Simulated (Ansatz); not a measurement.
Working through the energy of protonation at one site of BH5SSi, SMILES [SiH3]BS

Computed with Ansatz 0.2.0 through its Python package.

Run as a notebook:

**Cell 1**
```python
import ansatz as az
import numpy as np
```

**Cell 2**
```python
geometry_ang = [
    ("Si", (-0.5072, 0.7525, -0.6001)),
    ("B", (0.3668, -0.1457, 0.8083)),
    ("S", (0.135, -2.0025, 0.9782)),
    ("H", (-1.2722, -0.1494, -1.4031)),
    ("H", (0.4306, 1.4483, -1.5014)),
    ("H", (-1.4489, 1.8244, -0.0285)),
    ("H", (1.0923, 0.4545, 1.5596)),
    ("H", (1.2958, -2.2392, 0.1312)),
]
bh5ssi = az.Crystal.molecule()
for symbol, xyz in geometry_ang:
    bh5ssi = bh5ssi.atom(symbol, xyz)
```

**Cell 3**
```python
calculation = bh5ssi.calculation().basis(gaussian="def2-SVP").functional("B3LYP")
symbols = [site.symbol for site in bh5ssi.cartesian_sites]
start = np.array([site.position_ang for site in bh5ssi.cartesian_sites], dtype=float)
summary = calculation.relax(force_tolerance=0.01).run(threads=1, backend="cpu").report
end = np.array(summary["positions_ang"])

# start the new hydrogen opposite the existing bonds
away = sum((end[2] - end[j]) / np.linalg.norm(end[2] - end[j]) for j in [1, 7]) + np.array([0.15, 0.1, -0.2])
proton = end[2] + 1.4 * away / np.linalg.norm(away)
acid = az.Crystal.molecule()
for symbol, place in zip(symbols, end):
    acid = acid.atom(symbol, place.tolist())
acid = acid.atom("H", proton.tolist())
protonated = (
    acid.calculation()
    .basis(gaussian="def2-SVP")
    .functional("B3LYP")
    .charge(1)
    .relax(force_tolerance=0.01, max_steps=80)
)
after = protonated.run(threads=1, backend="cpu").report
xyz = np.array(after["positions_ang"])
reach = np.linalg.norm(xyz[:-1] - xyz[-1], axis=1)
print(f"base {summary['free_energy_ev']:.5f} eV, protonated {after['free_energy_ev']:.5f} eV")
print(f"the proton ends {reach.min():.3f} A from {symbols[reach.argmin()]}{reach.argmin()}")
print(f"electronic proton affinity {(summary['free_energy_ev'] - after['free_energy_ev']):.3f} eV")
```
Output:
```text
base -19465.71519 eV, protonated -19473.22764 eV
the proton ends 1.360 A from S2
electronic proton affinity 7.512 eV
```

Caveats:
- Total energies depend on the basis set; only differences at equal settings carry meaning.
- The proton is put on one chosen atom, which needn't be the most basic site, so the molecule's proton affinity can be higher; the ends are stationary points, not checked by frequencies, and zero-point and thermal terms count only where printed.
- b3lyp holds the VWN-RPA fit, as in Gaussian; the form of ORCA and Turbomole is b3lyp5.
- Finished in 89 s on 1 thread of Arm Neoverse V1, on a shared host, peak memory 0.23 GiB.
